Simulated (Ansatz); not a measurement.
Born–Oppenheimer molecular dynamics of H6Si2 (8 atoms, charge 0, multiplicity 1). It starts from a relaxed structure.

Computed with RKS PBE-D4/def2-SVP in Ansatz.

```
ensemble        : NVT, Langevin thermostat
time step       : 0.25 fs
steps asked     : 166
set temperature : 200 K
friction        : 0.005 /fs
seed            : 590746
```

Frames 2.5 fs apart, positions in Å.

Velocities at 0 fs (Å/ps):

```
Si -1.91 -0.76 1.75
Si 1.19 0.74 -0.92
H -2.34 12.85 -9.14
H 13.61 4.17 7.90
H 13.32 -1.12 -2.25
H -1.52 -0.47 -36.40
H -19.95 -16.61 4.05
H 17.18 1.90 12.79
```

```xyz
8
Properties=species:S:1:pos:R:3 time_fs=0 energy_less_start_eV=0.000 T=175
Si 0.000 0.000 -0.066
Si 0.000 0.000 2.287
H -1.397 -0.220 2.807
H 0.889 -1.100 2.807
H 0.508 1.320 2.807
H 1.400 0.203 -0.586
H -0.875 1.111 -0.586
H -0.524 -1.313 -0.586
8
Properties=species:S:1:pos:R:3 time_fs=2.5 energy_less_start_eV=0.025 T=148
Si -0.004 -0.001 -0.062
Si 0.003 0.002 2.283
H -1.402 -0.189 2.783
H 0.919 -1.090 2.819
H 0.539 1.317 2.800
H 1.389 0.202 -0.678
H -0.921 1.073 -0.571
H -0.483 -1.312 -0.562
8
Properties=species:S:1:pos:R:3 time_fs=5 energy_less_start_eV=0.048 T=125
Si -0.005 0.000 -0.059
Si 0.007 0.002 2.279
H -1.411 -0.167 2.763
H 0.936 -1.075 2.819
H 0.554 1.315 2.785
H 1.357 0.206 -0.755
H -0.970 1.037 -0.550
H -0.453 -1.334 -0.549
8
Properties=species:S:1:pos:R:3 time_fs=7.5 energy_less_start_eV=0.056 T=124
Si -0.005 0.001 -0.056
Si 0.015 0.004 2.274
H -1.413 -0.146 2.746
H 0.933 -1.056 2.810
H 0.561 1.315 2.772
H 1.301 0.219 -0.804
H -1.016 1.002 -0.527
H -0.433 -1.372 -0.541
8
Properties=species:S:1:pos:R:3 time_fs=10 energy_less_start_eV=0.079 T=95
Si -0.006 0.003 -0.055
Si 0.022 0.005 2.271
H -1.407 -0.131 2.732
H 0.919 -1.046 2.806
H 0.561 1.321 2.771
H 1.239 0.243 -0.830
H -1.060 0.971 -0.502
H -0.424 -1.400 -0.531
8
Properties=species:S:1:pos:R:3 time_fs=12.5 energy_less_start_eV=0.091 T=98
Si -0.008 0.003 -0.055
Si 0.030 0.006 2.267
H -1.402 -0.120 2.728
H 0.906 -1.059 2.815
H 0.555 1.328 2.778
H 1.191 0.278 -0.848
H -1.112 0.940 -0.479
H -0.415 -1.407 -0.505
8
Properties=species:S:1:pos:R:3 time_fs=15 energy_less_start_eV=0.069 T=127
Si -0.012 0.001 -0.057
Si 0.038 0.007 2.262
H -1.393 -0.116 2.729
H 0.899 -1.095 2.833
H 0.550 1.331 2.781
H 1.181 0.333 -0.869
H -1.161 0.907 -0.453
H -0.407 -1.396 -0.475
8
Properties=species:S:1:pos:R:3 time_fs=17.5 energy_less_start_eV=0.075 T=146
Si -0.018 -0.003 -0.060
Si 0.047 0.008 2.259
H -1.376 -0.116 2.722
H 0.885 -1.135 2.850
H 0.542 1.325 2.787
H 1.188 0.404 -0.887
H -1.199 0.865 -0.422
H -0.404 -1.388 -0.447
8
Properties=species:S:1:pos:R:3 time_fs=20 energy_less_start_eV=0.094 T=145
Si -0.024 -0.006 -0.064
Si 0.057 0.009 2.258
H -1.360 -0.116 2.713
H 0.853 -1.153 2.860
H 0.539 1.322 2.802
H 1.188 0.479 -0.889
H -1.234 0.825 -0.398
H -0.401 -1.404 -0.418
8
Properties=species:S:1:pos:R:3 time_fs=22.5 energy_less_start_eV=0.094 T=141
Si -0.031 -0.008 -0.070
Si 0.068 0.009 2.258
H -1.360 -0.117 2.705
H 0.806 -1.150 2.857
H 0.541 1.326 2.824
H 1.163 0.541 -0.861
H -1.267 0.796 -0.390
H -0.396 -1.440 -0.400
8
Properties=species:S:1:pos:R:3 time_fs=25 energy_less_start_eV=0.121 T=110
Si -0.035 -0.010 -0.076
Si 0.078 0.009 2.257
H -1.367 -0.122 2.701
H 0.768 -1.143 2.852
H 0.554 1.326 2.845
H 1.116 0.582 -0.815
H -1.297 0.778 -0.383
H -0.374 -1.472 -0.393
8
Properties=species:S:1:pos:R:3 time_fs=27.5 energy_less_start_eV=0.140 T=99
Si -0.040 -0.012 -0.082
Si 0.087 0.011 2.257
H -1.367 -0.127 2.698
H 0.763 -1.155 2.854
H 0.574 1.319 2.855
H 1.078 0.617 -0.780
H -1.323 0.759 -0.377
H -0.329 -1.484 -0.399
```

Of the whole run (42 fs, mean temperature of the second half 118 K): The mean temperature of the second half is 41 % below the set value. A run of 0.042 ps of so small a system gives no equilibrium averages.

The run took 3.6 min on 1 thread of Arm Neoverse V1, on a shared host, peak memory 0.1 GiB.
